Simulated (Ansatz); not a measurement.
# CFSi radical: geometry and frequencies at several levels

The task here is to estimate one member of a computed series from the others.

Computed with Ansatz 0.2.0 (the levels named in each step, unless a step's input says otherwise).

## The system as given

Bond lengths: F1–C2 1.340 Å, C2–Si3 1.726 Å. Angles: F1–C2–Si3 180.0°.

As a file:

```xyz
3

F     0.0000    0.0000   -1.4684
C     0.0000    0.0000   -0.1288
Si    0.0000    0.0000    1.5973
```

Set-up of the first run:

input.yaml reads:

```yaml
crystal:
  periodic: [false, false, false]
  atoms:
    - { symbol: F, position_ang: [0.0, 0.0, -1.46842] }
    - { symbol: C, position_ang: [0.0, 0.0, -0.12883] }
    - { symbol: Si, position_ang: [0.0, 0.0, 1.59725] }
magnetization:
  spin_polarized: true
  initial_magnetization: 1
basis:
  gaussian: { orbitals: def2-SVP }
hamiltonian:
  xc: pbe
  dispersion: d4
relax:
  f_tol: 0.03
  max_steps: 200
```

The run is started by

```console
$ ansatz run input.yaml --threads 2 --pin off --max-ram 5120MiB --backend cpu --events-out ev --progress --plain --runs-dir out
```

Among the steps run: A rough first relaxation, PBE-D4/def2-SVP; Relaxation, PBE0-D4/def2-TZVPP; Frequencies, PBE0-D4/def2-TZVPP; Relaxation, PBE-D4/def2-TZVPP; Frequencies, PBE-D4/def2-TZVPP; Relaxation, r2SCAN-D4/def2-TZVPP; Frequencies, r2SCAN-D4/def2-TZVPP; Relaxation, B3LYP-D4/def2-TZVPP; Frequencies, B3LYP-D4/def2-TZVPP; Relaxation, B2PLYP/def2-TZVPP.

One table of the session follows, with a row left open; its other results are not shown here.

It belongs to the step «Geometries side by side». 

| level | F1–C2 (Å) | C2–Si3 (Å) | rotational constants (MHz) | dipole (D) | highest frequency (cm⁻¹) |
| --- | --- | --- | --- | --- | --- |
| PBE0-D4/def2-TZVPP | ? | ? | ? | ? | ? |
| PBE-D4/def2-TZVPP | 1.2919 | 1.7086 | 4849.6 | 0.05 | 1490 |
| r2SCAN-D4/def2-TZVPP | 1.2825 | 1.6953 | 4924 | 0.01 | 1536 |
| B3LYP-D4/def2-TZVPP | 1.2849 | 1.6906 | 4933 | 0.36 | 1531 |
| B2PLYP/def2-TZVPP | 1.2836 | 1.6902 | 4938.5 | 0.31 | - |

**Question.** Estimate the row for PBE0-D4/def2-TZVPP.

**Answer.** F1–C2 (Å): 1.2760; C2–Si3 (Å): 1.6864; rotational constants (MHz): 4975.1; dipole (D): 0.19; highest frequency (cm⁻¹): 1575. In the column «F1–C2 (Å)» it is the lowest.
